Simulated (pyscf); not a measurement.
Single points on ωB97X-D3(BJ)/def2-SVP structures (PySCF, gas phase). Correlated levels are frozen-core, on RHF or UHF. ΔMP2 is the change of the MP2 total energy from the triple- to the quadruple-zeta basis.

Q: What is the homolytic dissociation enthalpy (298 K, CCSD(T)/def2-TZVPP + ΔMP2(QZVPP)) of the Ge–S bond of HS–GeH₂–SH (SMILES [SH][GeH2][SH]), to SH• + HS–GeH₂•?

A: Ge–S to SH• + HS–GeH₂•: 78.8 kcal/mol. Other isomers of HS–GeH₂• were not searched in full and may lie lower. The CCSD(T) − MP2 part came from Ansatz, without density fitting, on the same reference. The frozen core leaves the outer d or s,p core shells of the metals and heavy elements correlated in the MP2 and CC values, and def2-TZVPP describes them poorly, which can shift differences by a few kcal/mol. Left out: the spin-orbit lowering of SH. Elements up to Kr have no core potential and no relativistic terms here.
